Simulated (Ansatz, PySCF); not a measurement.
Pair of molecules: CH4O (SMILES CO) (first 6 atoms) with H2O (SMILES O); geometry from S66by8 set.
(charge 0, multiplicity 1):
```xyz
9

O     -0.95089     0.44250    -0.00338
H      0.01338     0.41003    -0.00303
C     -1.41232    -0.89295     0.00489
H     -2.49860    -0.86157     0.00403
H     -1.09029    -1.45244    -0.87664
H     -1.09135    -1.44113     0.89388
O      1.99752     0.34491    -0.00090
H      2.43673     0.73306    -0.76077
H      2.43541     0.74752     0.75219
```

Basis-set superposition error: the interaction energy with monomers in their own basis, and in the dimer's basis (counterpoise).

The values were computed with Ansatz (an electronic-structure program) with Gaussian orbitals; PySCF for 6-31G* rows. 

```csv
level,uncorrected (meV),counterpoise (meV),difference
HF/aug-cc-pVDZ,-164.3,-153.5,10.8
SVWN5/def2-TZVPPD,-325.8,-323.2,2.6
r2SCAN/def2-TZVPPD,-218.5,-217.1,1.4
B97M-V/def2-TZVPPD,-220.5,-219.3,1.2
B3LYP/6-31G*,-308.6,-245.6,63.0
B3LYP/def2-TZVPPD,-189.0,-187.5,1.5
BHLYP/def2-TZVPPD,-209.1,-208.0,1.2
B2PLYP/def2-TZVPPD,-205.0,-198.1,6.9
MP2/aug-cc-pVDZ,-233.1,-194.7,38.3
SCS-MP2/aug-cc-pVQZ,-203.7,-192.4,11.3
```

The error is largest for B3LYP/6-31G* (63.0 meV) and smallest for BHLYP/def2-TZVPPD (1.2 meV).
